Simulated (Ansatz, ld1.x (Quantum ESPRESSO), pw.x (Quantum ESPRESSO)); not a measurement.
# Pt (Z = 78): does the TM potential hold in the solid?

* Element: platinum (Pt)
* Generator: ld1.x (Quantum ESPRESSO) 7.5
* Type: norm-conserving Troullier–Martins (Kleinman–Bylander form)
* Functional: PBEsol
* Relativity: scalar-relativistic
* Frozen core: [Xe] 4f14
* Valence charge: 10
* Reference configuration: 5d9 6s1 6p0
* Partial waves: 6s (bound): rc 2.55 bohr; 6p (bound, empty): rc 2.85 bohr; 5d (bound): rc 2.00 bohr
* Local potential: the d channel
* Core correction: none

Atomic tests: cutoffs needed: 40 Ry and 50 Ry (the cutoffs (Ry, on a coarse ladder) from which the occupation-weighted sum of valence levels, in a spherical-Bessel basis at the reference potential, stays within 10 and 1 mRy of its value at 400 Ry); ghost test: ghost states, extra bound levels that the all-electron valence spectrum of the same l lacks: s at -61.0 eV, p at -10.9 eV; a true bound ghost makes a file unfit for plane-wave use (spherical-Bessel basis up to 400 Ry, 20 bohr box); configuration tests: 2 of 7 tests not solved or not reliable.

Crystal test: sc Pt in pw.x 7.5, no spin, 13³ k-points, Fermi–Dirac smearing 0.01 Ry, cutoffs 60/240 Ry. The reference is all-electron LAPW (Ansatz 0.2.0) with the same functional, mesh and smearing; V0 and B0 come from Birch–Murnaghan fits to the pressures at five volumes. Errors are pseudo minus all-electron; Δ is the rms difference of the E(V) curves that follow from these fits, minima aligned, over ±6 % about the mean V0. Mesh and smearing are coarse, so the numbers serve the comparison and aren't converged zero-temperature values; the lattice is a test structure that the element need not adopt.

All-electron: a0 = 2.588 Å (V0 = 17.34 Å³/atom), B0 = 215.1 GPa.

Q: How far does the potential miss the all-electron equation of state?

A: mean pressure error (GPa): -39.66. The pressure does not cross zero within the volumes sampled, so no fit is given. The largest radius (2.85 bohr) exceeds half the bond length (2.45 bohr), so the spheres overlap, which is one possible source of error among others. This is a poor potential for the solid. Note: ghost states, extra bound levels that the all-electron valence spectrum of the same l lacks: s at -61.0 eV, p at -10.9 eV. A true bound ghost makes a file unfit for plane-wave use. Atomic configuration tests: 2 of 7 tests not solved or not reliable.

```csv
V (Å³/atom),P all-electron (GPa),P pseudo (GPa)
16.490,12.38,-29.53
16.924,5.58,-35.08
17.358,-0.22,-39.77
17.792,-5.17,-43.71
18.226,-9.37,-47.02
```

Q: At the middle volume, how do free energy and pressure move when the wave cutoff is lowered (ecutrho kept at four times it)?

A:

| cutoff (Ry) | shift of F (meV/atom) | shift of P (GPa) |
| --- | --- | --- |
| 27 | +1253.8 | -61.68 |
| 36 | +114.7 | -3.61 |
| 48 | +36.2 | -0.10 |

The run at the middle volume (84 k-points, 12 iterations) took about 11 s on one core of a shared host (Neoverse-V1, 32 threads, 247 GiB, load 24).
